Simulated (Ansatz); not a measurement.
Geometry optimisation, UKS PBE/cc-pVDZ (Ansatz).

Input file:

```yaml
crystal:
  periodic: [false, false, false]
  atoms:
    - { symbol: B, position_ang: [0.0, 0.0, 0.0] }
    - { symbol: H, position_ang: [0.0, 0.0, 1.44] }
    - { symbol: H, position_ang: [1.0305, 0.0, -0.595] }
    - { symbol: H, position_ang: [-1.0305, 0.0, -0.595] }
    - { symbol: Cl, position_ang: [0.0, 0.0, 3.11] }
magnetization:
  spin_polarized: true
  initial_magnetization: 1
basis:
  gaussian: { orbitals: cc-pVDZ }
hamiltonian:
  xc: pbe
relax:
  f_tol: 0.15
  max_steps: 25
  restrain:
    - { distance: [1, 4], at: 2.57, k: 30.0 }
    - { distance: [0, 1], at: 1.19, k: 30.0 }
```

Launched with:

```bash
$ ansatz run input.yaml --threads 1 --pin off --max-ram 2048MiB --backend cpu --events-out ev --progress --plain --runs-dir out
```

Task: Where does it end, and by what steps?

Result: The forces met the threshold. The restraints hold the end off the free minimum; the threshold counts their pulls, which the force column leaves out. Restrained pairs: H2–Cl5 (1.67 → 2.56 Å), B1–H2 (1.44 → 1.20 Å). After 5 steps the energy has risen by 0.191 eV (the restraints' own energy left out); Cl5 moved furthest, 0.57 Å.

| step | energy less start (eV) | largest force component (eV/Å) | accepted |
| --- | --- | --- | --- |
| 0 | 0.0000 | 0.819 | yes |
| 1 | 0.0269 | 0.471 | yes |
| 2 | 0.2209 | 2.303 | yes |
| 3 | 0.6114 | 1.329 | yes |
| 4 | 0.2168 | 1.070 | yes |
| 5 | 0.1913 | 0.777 | yes |

```xyz
5
Properties=species:S:1:pos:R:3
B 0.000 0.000 -0.091
H 0.000 0.000 1.114
H 1.066 0.000 -0.669
H -1.066 0.000 -0.669
Cl 0.000 0.000 3.675
```

Time of the run: 16 s on 1 thread of Arm Neoverse V2, on a shared host, peak memory 0.12 GiB.
